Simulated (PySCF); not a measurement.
This PySCF input (PBE0/6-311++G(2d,2p)) gives -116.50778 Eh with 121 basis functions.

```python
import numpy as np, basis_set_exchange as bse
from pyscf import gto, scf, dft, df

basis = {'C': gto.basis.parse(bse.get_basis('6-311++G(2d,2p)', elements=['C'], fmt='nwchem')), 'H': gto.basis.parse(bse.get_basis('6-311++G(2d,2p)', elements=['H'], fmt='nwchem'))}
mol = gto.M(
    atom='''
    C    -0.00541272    0.00514807    0.86088345
    C    -0.00020344   -0.64634739   -0.49579893
    C     0.00648613    0.64037189   -0.50345144
    H     0.90225350    0.00400638    1.46236727
    H    -0.92057007    0.01341463    1.45085018
    H    -0.00162276   -1.57792247   -1.03216063
    H     0.01471952    1.56546606   -1.05085530
    ''',
    basis=basis,
    charge=0,
    verbose=4,
    max_memory=8640,
)
mf = dft.RKS(mol, xc='pbe0')
mf.grids.level = 3
mf = mf.density_fit(auxbasis=df.autoaux(mol))
mf.conv_tol = 1e-9
mf.max_cycle = 100
print('smallest overlap eigenvalue', np.linalg.eigvalsh(mol.intor('int1e_ovlp'))[0])
mf.kernel()
dip = mf.dip_moment()
```

Change:
```diff
- basis = {'C': gto.basis.parse(bse.get_basis('6-311++G(2d,2p)', elements=['C'], fmt='nwchem')), 'H': gto.basis.parse(bse.get_basis('6-311++G(2d,2p)', elements=['H'], fmt='nwchem'))}
+ basis = {'C': gto.basis.parse(bse.get_basis('aug-pcseg-1', elements=['C'], fmt='nwchem')), 'H': gto.basis.parse(bse.get_basis('aug-pcseg-1', elements=['H'], fmt='nwchem'))}
```

### Question
What does the run give now?

### Answer
-116.45442 Eh (PBE0/aug-pcseg-1, 105 functions), a change of +53.36 mEh.
